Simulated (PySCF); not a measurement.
# Checking a proposed structure

A compound C₅H₁₀ gives the data below (simulated from a calculation) and was assigned the structure `C=C(C)CC`.

13C{1H} NMR (computed): δ 155.8 (CH), 118.4 (CH2), 40.3 (CH), 25.4 (CH3, 2C).

1H NMR (600 MHz, computed): δ 5.95 (ddd, J = 17.4, 11.2, 10.0 Hz, 1H), 5.37 (d, J = 17.4 Hz, 1H), 5.13 (d, J = 11.2 Hz, 1H), 2.13 (d of sept, J = 10.0, 6.9 Hz, 1H), 1.05 (d, J = 6.9 Hz, 6H).

PySCF 2.14.0 with density-fitted response routines calculation with GIAO PBE0/pcSseg-1 shieldings, coordinates at the GFN2-xTB level and J couplings at B3LYP/pcJ-1 (without the spin–dipole term); one averaged value for each set of equivalent atoms, a single conformation, no solvent model, non-relativistic Hamiltonian.

Shifts are taken against calculated references (same method and geometry level): 1H, 13C vs TMS.

(1) Compare with the shifts computed for the proposed structure, pairing carbons in order of shift.

(2) Which isomer fits?

## Answers

(1) Numbering as in the mapped SMILES `[CH2:1]=[C:2]([CH3:3])[CH2:4][CH3:5]`. Each H is labelled by its parent atom.

| atom | computed for proposal | given list | difference |
| --- | --- | --- | --- |
| C2 | 157.4 | 155.8 | +1.6 |
| C1 | 116.3 | 118.4 | -2.1 |
| C4 | 36.5 | 40.3 | -3.8 |
| C3 | 24.3 | 25.4 | -1.1 |
| C5 | 17.6 | 25.4 | -7.8 |

The rms difference is 4.1 ppm and the largest -7.8 ppm at C5 (methyl carbon). The proposal also would give 5 carbon signals, not 4. The carbon types in order of shift don't match either: C, CH2, CH2, CH3, CH3 for the proposal against CH, CH2, CH, CH3, CH3 in the data. The proposal doesn't fit.

(2) SMILES C=CC(C)C.

1. Carbon types of the structure: 2 × CH, 1 × CH2, 2 × CH3, which accounts for all hydrogens.
2. δC 155.8: alkene CH; as expected for a trigonal carbon in a double bond.
3. δC 118.4: terminal =CH2 carbon; as expected for a trigonal carbon in a double bond.
4. δC 25.4: methyl carbon; saturated and bonded to C and H only.
5. δH 2.13: hydrogen on an allylic sp3 CH; allylic position.
6. The protons at 5.37 and 5.95 share a coupling of 17.4 Hz (vicinal, trans across C=C).
7. The protons at 5.13 and 5.95 share a coupling of 11.2 Hz (vicinal, cis across C=C).
8. The protons at 2.13 and 1.05 share a coupling of 6.9 Hz (vicinal).

Other isomers checked: C=CCCC (rms 5.3 ppm).

This is the structure that produced the data.

Multiplet labels drop couplings under 1 Hz and merge nearly equal ones. Unscaled 3J(H,H) at this level run about 10 % above measured values. Shifts are as computed. Against solution values, carbons near 30 ppm lie about +3 ppm off and those near 130 ppm about +5 ppm. Of 1211 compounds with measured shifts, 218 miss one by over three times the rms of a fit or turn the order of signals round; such compounds aren't used in these exercises. Couplings across =CH–CH2 type bonds come from one rotamer and its mirror image, and can be 1–2 Hz further off. 3J across rotatable bonds or in flexible rings reflects this conformer alone.
